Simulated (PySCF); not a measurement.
Coordinates in bohr (charge 0 multiplicity 2):
```
Si    0.0000    0.0000   -0.0830
H     2.6759    0.0000    0.7685
H    -1.3380    2.3174    0.7685
H    -1.3379   -2.3174    0.7685
```

Method: UPBE0/[Si def2-TZVP, H def2-TZVP], no relativity, density fitting, PySCF.

This geometry of SiH₃ is a stationary point at this level.

Problem. What is the point group?

Solution. C3v.

Problem. Is it a minimum?

Solution. Yes: all harmonic wavenumbers are real.

Problem. What are the dipole moment and the gap between the highest occupied and lowest empty levels of either spin?

Solution. 0.03 D and 3.88 eV.

Problem. Give the ideal-gas entropy at 298.15 K and 1 bar by parts.

Solution. translation 151.7, rotation 57.5, vibration 2.1, spin 5.8; total 217.1 J/(mol K).

This need not be the most stable arrangement of these atoms.
